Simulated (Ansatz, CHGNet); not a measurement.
For wurtzite CdS, the machine-learned potential CHGNet 0.3.0 (trained on PBE and PBE+U data) gives:

- lattice constant a: 4.185 Å
- lattice parameter c: 6.918 Å

What does r²SCAN in Ansatz (plane waves, PAW) give for the same quantities?


- lattice constant a: 4.164 Å (decreases by 0.5 %)
- lattice parameter c: 6.766 Å (falls by 2.2 %)

For comparison: lattice constant a 4.136 Å (measured, temperature not stated, not corrected to a static lattice; as tabulated in Biswas et al. (2022), arXiv:2106.08875); lattice parameter c 6.714 Å (measured, temperature not stated, not corrected to a static lattice; as tabulated in Biswas et al. (2022), arXiv:2106.08875).

Changes are worked out from the printed values.

Unless a cell is named, each level is at its own relaxed cell (CHGNet 0.3.0 26.23, r²SCAN 25.40 Å³/atom).

Ansatz's density-functional and Hartree–Fock values are scalar-relativistic unless marked +SOC, with PAW data made under PBE.

Ansatz is an electronic-structure program.
